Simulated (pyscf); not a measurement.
Optimised with ωB97X-D3(BJ)/def2-SVP in PySCF.

Question: For the elementary gas-phase step H₃Ge–O–GeH₃ (SMILES [GeH3][O][GeH3]) + HCl (SMILES Cl) → Cl–GeH₃ (SMILES [Cl][GeH3]) + HO–GeH₃ (SMILES [OH][GeH3]) (singlet surface; Ge–O, Cl–H broken, Cl–Ge, H–O formed), what barrier and reaction energy does ωB97M-D3(BJ)/def2-TZVP give, measured from the separated reactants?

Answer: ΔE‡ = 26.0 kJ/mol, ΔE = -41.7 kJ/mol. Zero-point energy shifts the barrier by +12.3 kJ/mol. It is a four-centre exchange, with an imaginary mode of 108i cm⁻¹. On the reactant side the descent ends in a complex, 29.1 kJ/mol under the separated species and 51.3 kJ/mol under the saddle at ωB97X-D3(BJ)/def2-TZVP. On the product side the descent ends in a complex, 22.7 kJ/mol under the separated species and 86.0 kJ/mol under the saddle at ωB97X-D3(BJ)/def2-TZVP. This is the saddle that the search found; another between the same sides may lie lower. Elements up to Kr have no core potential and no relativistic terms here.
